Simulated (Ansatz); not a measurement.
**GaP, pressure series**

The parent structure is GaP in the zinc blende structure (space group F-43m, No. 216; a = 5.5064 Å).

Cell and atoms are relaxed at each pressure.

Calculations: DFT with PBE, PAW potentials and a 420 eV plane-wave cutoff in Ansatz (a first-principles code), without spin-orbit coupling, earlier PAW set.

```
P (GPa)  V (Å³/atom)
-------  -----------
-1.99         21.456
-0.99         21.152
3.00          20.134
7.00          19.331
15.00         18.105
30.00         16.527
49.99         15.125
74.99         13.913
99.99         13.025
```

A third-order Birch–Murnaghan fit to these points gives V₀ = 20.86 Å³/atom, B₀ = 79 GPa and B₀′ = 4.1. At pressure 100 GPa the volume is 62.4 % of V₀.

Measured bulk modulus of GaP: 89.6 GPa (static lattice; corrected from measurement; as listed in Daniel Mejia-Rodriguez, S. B. Trickey, Phys. Rev. B (2018)); the computed value is 11 % below it.

Load acts through the strain it causes; cell and atoms are relaxed under it. Stability against distortions was not tested. Measured, GaP leaves this structure (for a Cmcm phase) near 26 GPa (temperature not stated; as listed in Datta, Sujoy, Jana, Debnarayan, arXiv (2020)).
